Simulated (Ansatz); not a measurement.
Input file:

```yaml
crystal:
  periodic: [false, false, false]
  atoms:
    - {symbol: Co, position_ang: [0.000000, 0.000000, 0.000000]}
    - {symbol: Cl, position_ang: [0.000000, 0.000000, 2.172600]}
basis:
  gaussian: {orbitals: def2-SVP}
total_charge: 1
magnetization: {spin_polarized: true, initial_magnetization: 3}
hamiltonian: {xc: {name: B3LYP}}
```

```sh
$ ansatz run in.yaml --threads 1 --pin off --events-out ev --progress --plain --max-ram 2393MiB
```

The program prints:

```
496 factors; integrals over basis functions are off by at most 9.4e-4 eV
mean field evaluation 1: about -50041.2581 eV, gradient 1.4e2 eV
mean field evaluation 2: about -49211.5711 eV, gradient 3.8e2 eV
mean field evaluation 4: about -50031.8918 eV, gradient 1.5e2 eV
mean field evaluation 8: about -50133.1260 eV, gradient 7.9e-1 eV
mean field evaluation 16: about -50133.9168 eV, gradient 8.8e-2 eV
mean field evaluation 32: about -50133.9303 eV, gradient 6.2e-2 eV
mean field evaluation 64: about -50133.9170 eV, gradient 5.0e-5 eV
mean field evaluation 96: about -50133.8047 eV, gradient 4.2e-1 eV
mean field -50133.93040401 eV, -1842.3879603487 hartree, gradient 4.7e-6 eV, S^2 3.755958; 5 other end points of the search recorded, 0 dependent functions left out
reference -50133.93062288 eV, -1842.3879683923 hartree; 23, 20 occupied and 26, 29 virtual orbitals, 496 factors
Total energy: -50133.93062288 eV, -1842.3879683923 hartree
```

Ran on 1 thread of AMD EPYC, shared host: 30 s wall, 0.21 GiB peak host memory.
